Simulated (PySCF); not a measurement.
P5 (charge -1).
Numbering: `[p:1]1[p:2][p:3][p-:4][p:5]1`

The same species was optimised twice, with GFN2-xTB and with PBE0-D3(BJ)/def2-SVP (PySCF), and the same property calculations (PySCF, gas phase) were run on both structures.

```csv
coordinate,GFN2-xTB,PBE0-D3(BJ)/def2-SVP,change
P1–P5 (Å),2.093,2.104,+0.011
P2–P3 (Å),2.093,2.103,+0.010
P3–P4 (Å),2.093,2.103,+0.010
P1–P2 (Å),2.093,2.103,+0.010
P4–P5 (Å),2.093,2.103,+0.010
P1–P5–P4 (°),108.0,108.0,0.0
P3–P4–P5 (°),108.0,108.1,+0.1
P2–P1–P5 (°),107.9,108.0,+0.1
P2–P3–P4 (°),108.0,108.0,0.0
P1–P2–P3 (°),108.1,108.0,-0.1
```

Rotational constants: A = 2060, B = 2058, C = 1030 MHz (GFN2-xTB) against A = 2040, B = 2038, C = 1019 MHz (PBE0-D3(BJ)/def2-SVP). Point groups within 0.08 Å: D5h and D5h.

On the GFN2-xTB structure: isotropic polarisability (au) 135.5 [wB97X-D/def2-SVPD]; HOMO (eV) -4.03 [wB97X-D/def2-SVPD]; LUMO (eV) 3.85 [wB97X-D/def2-SVPD]; HOMO (eV) -2.54 [PBE0/pcSseg-1]; LUMO (eV) 2.25 [PBE0/pcSseg-1]; GIAO shielding of P1 (×5) (mean) (ppm) -190.1 [PBE0/pcSseg-1].

Task: What do these properties become on the PBE0-D3(BJ)/def2-SVP structure?

Result: 
| property | level | on GFN2-xTB | on PBE0-D3(BJ)/def2-SVP | change |
| --- | --- | --- | --- | --- |
| isotropic polarisability (au) | wB97X-D/def2-SVPD | 135.5 | 136.4 | +0.9 |
| HOMO (eV) | wB97X-D/def2-SVPD | -4.03 | -4.01 | +0.02 |
| LUMO (eV) | wB97X-D/def2-SVPD | 3.85 | 3.81 | -0.04 |
| energy, GFN2-xTB geometry as zero (kcal/mol) | wB97X-D/def2-SVPD | 0.0 | 0.0 | 0.0 |
| HOMO (eV) | PBE0/pcSseg-1 | -2.54 | -2.53 | +0.01 |
| LUMO (eV) | PBE0/pcSseg-1 | 2.25 | 2.21 | -0.04 |
| energy, GFN2-xTB geometry as zero (kcal/mol) | PBE0/pcSseg-1 | 0.0 | -0.2 | -0.2 |
| GIAO shielding of P1 (×5) (mean) (ppm) | PBE0/pcSseg-1 | -190.1 | -207.7 | -17.6 |

The heavy atoms differ by 0.009 Å rms after alignment. Among all bonds P1–P2, P1–P5, P2–P3, P3–P4 and P4–P5 change most and about equally (+0.010 to +0.011 Å). Changes are differences of the printed values. Neither structure is proved a minimum here. Geometry: PBE0-D3(BJ)/def2-SVP; no solvent, vibrations or thermal averaging.

The pairwise dispersion term of wB97X-D wasn't added to the energies; at a given geometry it leaves orbitals and properties as they are.
